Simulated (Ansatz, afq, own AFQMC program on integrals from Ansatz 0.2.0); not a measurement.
# SiH$_{3}$⁺, singlet: AFQMC among the cluster methods

```xyz
4

Si    0.0198   -0.0335    0.0001
H     1.4917   -0.0193    0.0000
H    -1.3385    2.2675   -0.0052
H    -0.7039   -1.3153    0.0031
```

Basis cc-pVDZ. Noble-gas cores (and the filled d shells of Ga–Kr and In–Xe) are frozen. Ansatz 0.2.0 and our own AFQMC program on the same integrals; the CISD trial comes from CCSD amplitudes, and released means the phaseless constraint is let go. ± is one standard error of the sampling.

Determinant: RHF, the one that the program's search chose, which needn't be the lowest solution. The geometry is a point of a scan.

Full CI on the same integrals is exact in this basis and with this determinant's frozen core.

Cautions: restricted determinant unstable towards unrestricted (UHF 1.16 eV lower, ⟨S²⟩ 0.81); strong correlation (T1 0.028, weight of the determinant 0.83, largest double 0.36); the CCSD(T) amplitudes may be one of several solutions (largest double 0.36); the CCSDT(Q) amplitudes may be one of several solutions (largest double 0.40); the CCSDTQ amplitudes may be one of several solutions (largest double 0.40); the released energies are still falling, so no released level is given (meV from the phaseless value at times in 1/Eh: -1 ± 3 at 0.24, -5 ± 4 at 0.51, -9 ± 3 at 0.99, -17.8 ± 2.4 at 1.62, -23 ± 3 at 2.40).

The T1 diagnostic is 0.0276. The weight of the determinant in the CISD state is 0.825. The size of the correlated space is 6 electrons in 28 orbitals.

Reference: full CI, correlation energy -4.022 eV.

| level | E − E(reference) (meV) | share of correlation (%) |
| --- | --- | --- |
| HF | 4022.0 | 0.00 |
| MP2 | 1306.1 | 67.53 |
| CCSD | 167.0 | 95.85 |
| CCSD(T) | 42.0 | 98.96 |
| CCSDT | 7.9 | 99.80 |
| CCSDT(Q) | 1.6 | 99.96 |
| CCSDTQ | 0.0 | 100.00 |
| ph-AFQMC/HF | 214.1 ± 33.2 | 94.68 |
| ph-AFQMC/CISD | 46.9 ± 2.9 | 98.83 |

CCSDT and higher add their correlation energy to the determinant of the CCSD(T) run, since their own runs factorise the integrals more tightly (a shift of under 2 meV). A walk keeps the symmetry of its determinant, which the program's search chose and which needn't be the lowest solution, so a lower state of the same spin and another symmetry isn't excluded.
